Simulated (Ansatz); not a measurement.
`C[Si]F` + NH₃ → `C[Si]N` + H–F at 298.15 K and 1 bar (ligand exchange at the Si–F bond).

Gas-phase electronic energies from Ansatz, PBE0-D4/def2-TZVP geometries. CCSD(T)/CBS adds triple-zeta CCSD(T) − MP2 to the extrapolated MP2 energy (def2 sets, frozen cores). This one scheme is used for every species. One conformer a species, not always the lowest.

```tsv
species	CCSD(T)/CBS energy (Eh)	H − E (kJ/mol)	S (J/(mol·K))
`C[Si]F`	-428.74649	112.9	286.7
NH₃	-56.50880	100.5	192.4
`C[Si]N`	-384.84019	179.3	296.8
H–F	-100.39570	33.5	173.6
```

H − E and S are ideal-gas, rigid-rotor, harmonic terms from PBE0-D4/def2-TZVP, for one conformer and one mirror image of each species. 1 Eh = 2625.50 kJ/mol, R = 8.31446 J/(mol·K).

Problem. By hand: ΔE, ΔH, ΔS and ΔG.

Solution. ΔE = (-384.84019) + (-100.39570) − (-428.74649) − (-56.50880) = 0.01940 Eh = 50.9 kJ/mol. Δ(H − E) = 179.3 + 33.5 − 112.9 − 100.5 = -0.6, so ΔH = 50.3 kJ/mol. ΔS = 296.8 + 173.6 − 286.7 − 192.4 = -8.7 J/(mol·K). ΔG = 50.3 − 298.15 × (-8.7)/1000 = 52.9 kJ/mol.

Problem. By hand: the equilibrium constant, and the temperature at which ΔG would vanish if ΔH and ΔS stayed fixed.

Solution. log₁₀ K = −ΔG/(RT ln 10) = -9.3. ΔH and −TΔS have one sign here, so there is no such temperature.

The number of gas molecules stays the same, so ΔS is small and ΔH decides. A doubt of 5 kJ/mol in ΔE shifts log₁₀ K by 0.9 here. Other conformers and mirror images would add mixing entropy, several J/(mol·K) or more a flexible species. Modes under 60 cm⁻¹, often nearly free rotors, make the harmonic entropy too high. These are equilibria of isolated gas molecules and say nothing of rates. Largest T1 diagnostic: 0.014 (customary marks: 0.02 for closed shells, 0.045 for open ones).

ΔS is within the doubt of such terms, so its sign, and with it that verdict, could turn.
